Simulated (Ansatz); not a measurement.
Ansatz (a program for electronic structure) input:

Ansatz 0.2 input:
```yaml
crystal:
  periodic: [false, false, false]
  atoms:
    - {symbol: B, position_ang: [-0.00527615, 0.68628422, -0.03815181]}
    - {symbol: Cl, position_ang: [1.53762474, -0.08886242, 0.01004358]}
    - {symbol: Cl, position_ang: [-1.53607293, -0.11298588, 0.00117754]}
basis:
  gaussian:
    orbitals: def2-TZVP
hamiltonian:
  xc: b3lyp
  dispersion: d3bj
magnetization: {spin_polarized: true, initial_magnetization: 1}
phonons: {temperatures: {t_min: 298.15, t_max: 298.15, t_step: 100}}
```

Q: Which total energy does the run end on?

A: -945.32300 Eh (B3LYP-D3(BJ)/def2-TZVP). The basis has 105 functions.

It need not be the lowest isomer of its formula.
